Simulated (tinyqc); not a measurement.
Inside a calculation. Method: G0W0 on RHF in the sto-6g basis, for H2O, spin multiplicity 1. One step of it, computed by the program tinyqc.

Task: G0W0 on Hartree-Fock: HOMO. W(p,q,m) = sqrt2 sum_ia (pq|ia) (X+Y)_ia,m; Sigma_c(x) = sum_(i,m) W^2/(x - e_i + w_m) + sum_(a,m) W^2/(x - e_a - w_m); solve x = e_p + Sigma_c(x) by Newton steps; Z = 1/(1 - dSigma/dx); 1 hartree = 27.211386 eV.

orbital energies (hartree): MO1 -20.490567, MO2 -1.240911, MO3 -0.612759, MO4 -0.425273, MO5 -0.384402, MO6 0.528945, MO7 0.715317

Two-electron integrals over orbitals (pq|rs), unique and non-zero (hartree):
```
(11|11) 4.762057    (21|11) -0.431339   (21|21) 0.063099    (22|11) 1.022736
(22|21) -0.015082   (22|22) 0.723939    (31|31) 0.010701    (32|31) 0.017026
(32|32) 0.141184    (33|11) 0.781480    (33|21) -0.004182   (33|22) 0.631587
(33|33) 0.618221    (41|11) 0.171660    (41|21) -0.022690   (41|22) 0.014081
(41|33) 0.005348    (41|41) 0.028020    (42|11) -0.132162   (42|21) 0.008846
(42|22) -0.006683   (42|33) 0.005396    (42|41) 0.020424    (42|42) 0.129039
(43|31) -0.002605   (43|32) 0.024115    (43|43) 0.047372    (44|11) 1.003963
(44|21) -0.012654   (44|22) 0.683843    (44|33) 0.590749    (44|41) -0.011425
(44|42) -0.104370   (44|44) 0.777227    (51|51) 0.026701    (52|51) 0.032668
(52|52) 0.147312    (53|53) 0.027690    (54|51) -0.012052   (54|52) -0.042873
(54|54) 0.052637    (55|11) 1.117085    (55|21) -0.011364   (55|22) 0.751421
(55|33) 0.617584    (55|41) 0.004212    (55|42) -0.068318   (55|44) 0.728108
(55|55) 0.880663    (61|11) -0.247442   (61|21) 0.038374    (61|22) -0.003527
(61|33) -0.000175   (61|41) -0.000815   (61|42) 0.019965    (61|44) -0.017242
(61|55) -0.005939   (61|61) 0.031865    (62|11) 0.308784    (62|21) -0.008000
(62|22) 0.139146    (62|33) 0.068257    (62|41) 0.018347    (62|42) 0.024667
(62|44) 0.090595    (62|55) 0.156265    (62|61) 0.005168    (62|62) 0.098660
(63|31) 0.002553    (63|32) -0.047352   (63|43) -0.032736   (63|63) 0.080512
(64|11) 0.217649    (64|21) -0.001528   (64|22) 0.102473    (64|33) 0.041422
(64|41) 0.003755    (64|42) -0.023054   (64|44) 0.118649    (64|55) 0.118516
(64|61) 0.001337    (64|62) 0.064459    (64|64) 0.069173    (65|51) 0.015643
(65|52) 0.059007    (65|54) 0.000229    (65|65) 0.037350    (66|11) 0.779414
(66|21) -0.007532   (66|22) 0.595918    (66|33) 0.560044    (66|41) 0.020190
(66|42) 0.058223    (66|44) 0.541524    (66|55) 0.575652    (66|61) 0.006926
(66|62) 0.088229    (66|64) 0.043925    (66|66) 0.584406    (71|31) 0.015546
(71|32) 0.023188    (71|43) -0.003952   (71|63) 0.003348    (71|71) 0.022634
(72|31) 0.014313    (72|32) 0.047395    (72|43) -0.029504   (72|63) 0.032948
(72|71) 0.019730    (72|72) 0.064679    (73|11) 0.369792    (73|21) -0.007007
(73|22) 0.153379    (73|33) 0.091570    (73|41) -0.000615   (73|42) -0.069940
(73|44) 0.163626    (73|55) 0.196057    (73|61) -0.006009   (73|62) 0.077481
(73|64) 0.078266    (73|66) 0.038592    (73|73) 0.151365    (74|31) -0.008530
(74|32) -0.071576   (74|43) -0.000134   (74|63) 0.048503    (74|71) -0.012145
(74|72) -0.017659   (74|74) 0.064658    (75|53) 0.023992    (75|75) 0.025376
(76|31) 0.009292    (76|32) 0.100138    (76|43) 0.051654    (76|63) -0.074289
(76|71) 0.012806    (76|72) -0.004082   (76|74) -0.057373   (76|76) 0.121763
(77|11) 0.877762    (77|21) -0.009450   (77|22) 0.623192    (77|33) 0.602462
(77|41) 0.003435    (77|42) -0.018917   (77|44) 0.607911    (77|55) 0.626854
(77|61) -0.005265   (77|62) 0.069550    (77|64) 0.044157    (77|66) 0.558510
(77|73) 0.103000    (77|77) 0.618462
```

excitation energies w (hartree): 0.985219  1.035574  1.149351  1.180745  1.362149  1.564099  2.013554  2.085599  21.083148  21.251120

X + Y:
```
            1          2         3          4          5          6          7          8
1>6  0.000000  -0.000393  0.000000   0.000000   0.000000   0.001309  -0.000577   0.000000
1>7  0.000000   0.000000  0.000000   0.001762   0.001082   0.000000   0.000000  -0.003701
2>6  0.000000  -0.109109  0.000000   0.000000   0.000000  -0.377783   0.872918   0.000000
2>7  0.000000   0.000000  0.000000   0.091088  -0.038420   0.000000   0.000000   0.965560
3>6  0.000000   0.000000  0.000000  -0.642151   0.690321   0.000000   0.000000   0.052236
3>7  0.000000  -0.230326  0.000000   0.000000   0.000000   0.848432   0.270418   0.000000
4>6  0.000000   0.936432  0.000000   0.000000   0.000000   0.126205   0.102625   0.000000
4>7  0.000000   0.000000  0.000000   0.741079   0.600339   0.000000   0.000000  -0.023978
5>6  0.962834   0.000000  0.000000   0.000000   0.000000   0.000000   0.000000   0.000000
5>7  0.000000   0.000000  0.978170   0.000000   0.000000   0.000000   0.000000   0.000000

             9         10
1>6   0.998490   0.000000
1>7   0.000000   0.998934
2>6   0.000083   0.000000
2>7   0.000000   0.000345
3>6   0.000000   0.000034
3>7  -0.000072   0.000000
4>6   0.000011   0.000000
4>7   0.000000  -0.000123
5>6   0.000000   0.000000
5>7   0.000000   0.000000
```

Give: The 12 largest terms at x = e_p; Newton steps; quasiparticle energy of the HOMO; Hartree-Fock value.

Result:

The 12 largest terms at x = e_p (hartree; W for the signs of X + Y given):

| q | m | W | term |
|---|---|---|---|
| 5 | 7 | 0.2851 | 0.0404 |
| 5 | 6 | 0.1729 | 0.0191 |
| 5 | 2 | 0.0690 | 0.0046 |
| 2 | 1 | 0.0803 | 0.0035 |
| 6 | 1 | 0.0509 | -0.0014 |
| 3 | 3 | 0.0332 | 0.0008 |
| 7 | 3 | 0.0351 | -0.0005 |
| 1 | 1 | 0.0213 | 2.15e-05 |
| 5 | 9 | -0.0084 | 3.34e-06 |
| 4 | 1 | 3.12e-04 | 9.46e-08 |

Newton steps (hartree):

| step | x | Sigma_c(x) | Z |
|---|---|---|---|
| 0 | -0.3844 | 0.0665 | 0.9614 |
| 1 | -0.3205 | 0.0640 | 0.9640 |
| 2 | -0.3204 | 0.0640 | 0.9640 |
| 3 | -0.3204 | 0.0640 | 0.9640 |

quasiparticle energy of the HOMO = -8.7182 eV

Hartree-Fock value = -10.4601 eV
